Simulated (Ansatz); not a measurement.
**Worked example: vertical ionisation energy of C4H5N (3-butenenitrile)**

C4H5N has 10 atoms, charge 0, and is taken as a singlet. As SMILES, `C=CCC#N`. The shape is that of a PBE0-D4/def2-TZVP optimisation. This is one conformer, not always the lowest.

```xyz
10

C    -1.1298   -0.6883   -0.7264
C    -0.3315   -0.7367    0.3267
C     0.7195    0.2787    0.6745
C     0.8116    1.3772   -0.2721
N     0.8739    2.2389   -1.0297
H    -1.0789    0.1233   -1.4449
H    -1.8630   -1.4655   -0.9028
H    -0.4030   -1.5612    1.0305
H     0.5244    0.6970    1.6686
H     1.7020   -0.2028    0.7388
```

Both states at this one shape; open shells run unrestricted unless said. 1 Eh = 27.2114 eV.

```tsv
level	program	singlet C4H5N (Eh)	doublet C4H5N+ (Eh)
HF/STO-3G	Ansatz	-206.201990	-205.912241
SVWN5/def2-SVP	Ansatz	-208.088512	-207.706664
revPBE/def2-SVP	Ansatz	-209.929064	-209.557101
BCCD(T)/def2-SVP, 5 core orbitals frozen	Ansatz	-209.391654	-209.006742
```

Problem. Work out the vertical ionisation energy at each level.

Solution. 
1. HF/STO-3G: -205.912241 − (-206.201990) = 0.289749 Eh = 7.88 eV.
2. SVWN5/def2-SVP: -207.706664 − (-208.088512) = 0.381848 Eh = 10.39 eV.
3. revPBE/def2-SVP: -209.557101 − (-209.929064) = 0.371963 Eh = 10.12 eV.
4. BCCD(T)/def2-SVP: -209.006742 − (-209.391654) = 0.384912 Eh = 10.47 eV.

No measured value is set beside it here; the levels span 7.88 to 10.47 eV. Hartree–Fock favours the state with fewer electron pairs, since it lacks pair correlation. Minimal sets are far from the basis-set limit.
